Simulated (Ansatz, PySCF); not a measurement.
This PySCF input computes a CCSD(T)/cc-pVDZ energy:

```python
from pyscf import gto, scf, mp, cc as ccmod

mol = gto.M(
    atom='''
    C     0.03744685    0.00324337    0.50825858
    F    -0.03836255    1.09650981   -0.24435931
    F    -0.08494317   -1.09763667   -0.22692580
    H     0.88507040   -0.00931849    1.19201449
    ''',
    basis='cc-pvdz',
    charge=0,
    spin=1,
    verbose=4,
)

mf = scf.UHF(mol)
mf.conv_tol = 1e-10
mf.max_cycle = 100
mf.kernel()
mo, _, stable, _ = mf.stability(return_status=True)
if not stable:
    mf.kernel(mf.make_rdm1(mo, mf.mo_occ))
mp2 = mp.MP2(mf, frozen=3).run()
cc = ccmod.CCSD(mf, frozen=3)
cc.max_cycle = 100
cc.kernel()
et = cc.ccsd_t()
print(f'E(CCSD(T)) = {cc.e_tot + et:.9f}')
```

Problem. Write an input for the same energy in Ansatz (a quantum-chemistry and plane-wave program) and say what it gives.

Solution. 
Ansatz 0.2 input:
```yaml
crystal:
  periodic: [false, false, false]
  atoms:
    - {symbol: C, position_ang: [0.03744685, 0.00324337, 0.50825858]}
    - {symbol: F, position_ang: [-0.03836255, 1.09650981, -0.24435931]}
    - {symbol: F, position_ang: [-0.08494317, -1.09763667, -0.22692580]}
    - {symbol: H, position_ang: [0.88507040, -0.00931849, 1.19201449]}
basis:
  gaussian:
    orbitals: cc-pVDZ
magnetization: {spin_polarized: true, initial_magnetization: 1}
correlation: {method: ccsd_t, electrons: outside_noble_gas}
```
It gives -237.78610 Eh, and PySCF -237.78610 Eh, a difference of 0.00 mEh.

It need not be the lowest isomer of its formula.
